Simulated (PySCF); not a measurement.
Species: C₃H₇O (charge -1).
Atom-mapped SMILES: `[CH3:1][CH:2]([CH3:3])[O-:4]`

The computed photoelectron lines, unassigned: C 1s: 284.97 (area 2), 285.80 (area 1) eV; O 1s: 528.57 eV.

Method used: delta-SCF UKS SCAN, pcX-2 on the ionised atom, pcseg-1 elsewhere, spin-free X2C (PySCF). Isolated species at its PBE0-D3(BJ)/def2-SVP geometry, gas phase.

Assign the C 1s lines to atoms.

284.97 eV: C1/C3 (methyl carbon); 285.80 eV: C2 (sp3 carbon bound to oxygen). Lowest listed C 1s: C1/C3, bonded to C and 3 H. Highest, 0.83 eV above it: C2, bonded to O, 2 C and H.

Bonded neighbours of each site: C1/C3: C and 3 H; C2: O, 2 C and H; O4: C.

Which photon energy gives electrons from O 1s of O4 a kinetic energy of 50 eV, and what is their de Broglie wavelength?

hν = 528.57 + 50 = 578.57 eV, recoil neglected; λ = 12.264 Å/√(E/eV) = 1.73 Å.

Atoms equivalent by their bonding share one computed value, that of the first of them. The species carries charge -1, so core ionisation leaves a neutral species. The basis sets have no added diffuse functions.
